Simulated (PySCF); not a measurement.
Species: C3H6FN.
Bonds: F1–C2, C2–C3, C3–N4, N4–C5, C2–C5. Hydrogens: H6 on C2; H7, H8 on C3; H9 on N4; H10, H11 on C5.

The calculation used PBE0-D3(BJ)/def2-SVP geometry optimisation, gas phase in PySCF 2.14.0.

(1) Give the optimised bond lengths and angles.

## Answers

(1) 
| bond | length (Å) | order |
| --- | --- | --- |
| F1–C2 | 1.367 | single |
| C2–C3, C2–C5 | 1.534 | single |
| C3–N4, N4–C5 | 1.463 | single |
| C2–H6 | 1.101 | single |
| C3–H7, C5–H11 | 1.103 | single |
| C3–H8, C5–H10 | 1.107 | single |
| N4–H9 | 1.015 | single |

Bonds in one row agree within 0.01 Å and their mean is given. Orders are formal, as drawn. A selection of angles:
| angle | degrees |
| --- | --- |
| F1–C2–C3 | 113.4 |
| F1–C2–H6 | 108.1 |
| C3–C2–C5 | 86.6 |
| C3–C2–H6 | 117.2 |
| C2–C3–N4 | 89.5 |
| C2–C3–H7 | 114.4 |
| C2–C3–H8 | 112.5 |
| N4–C3–H7 | 115.2 |
| N4–C3–H8 | 115.8 |
| H7–C3–H8 | 108.6 |
| C3–N4–C5 | 91.9 |
| C3–N4–H9 | 117.0 |

Dihedral angles: F1–C2–C3–N4 102° (anticlinal); C2–C3–N4–C5 12° (synperiplanar); C3–N4–C5–C2 -12° (synperiplanar); F1–C2–C5–N4 -102° (anticlinal).

The 4-membered ring C2–C3–N4–C5 has internal angles of 86.6° to 91.9°; it is puckered, 0.08 Å rms from its mean plane, widest ring torsion 12°. N4 (secondary amine nitrogen) is pyramidal (angles 117.0°, 117.0° and 91.9°, sum 326.0°, 0.42 Å off the plane of its three neighbours).

Point group: Cs (every atom within 0.08 Å of its image). Stationary, but not proved a minimum. One conformer, not necessarily the lowest.
